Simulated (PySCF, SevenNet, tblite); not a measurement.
Rock-salt KCl, lattice constant a

Reference value: 6.248 Å (measured, low temperature, zero-point motion not removed; as tabulated in Doll and Stoll (1997), arXiv:cond-mat/9707218).

Put these levels in order of the lattice constant a that they give for rock-salt KCl, smallest first: GFN1-xTB (tblite), Hartree–Fock (PySCF), MP2 (PySCF), SevenNet-0.

GFN1-xTB (5.811 Å), MP2 (6.171 Å), SevenNet-0 (6.372 Å), Hartree–Fock (6.511 Å)

Differences against the reference: GFN1-xTB -6.99 %, SevenNet-0 +1.98 %, Hartree–Fock +4.21 %, MP2 -1.23 %.

The reference isn't brought to a static lattice, while the calculations are for one, so the differences are not the levels' errors alone. A static lattice is as a rule a little smaller than the measured one.  A ± on a computed value is a rough bar: the spread of its extrapolation, a floor set from checks against published values, or a statistical error. GFN1-xTB: the cell moved over 20 % in volume from its start. GFN1-xTB: the method was fitted mainly to molecules. GFN1-xTB: the run uses a supercell at the zone centre in place of a k mesh.

Machine-learned potentials (SevenNet-0) are trained on DFT data: a solid inside that data is no test of them.

Differences are worked out from the printed values.
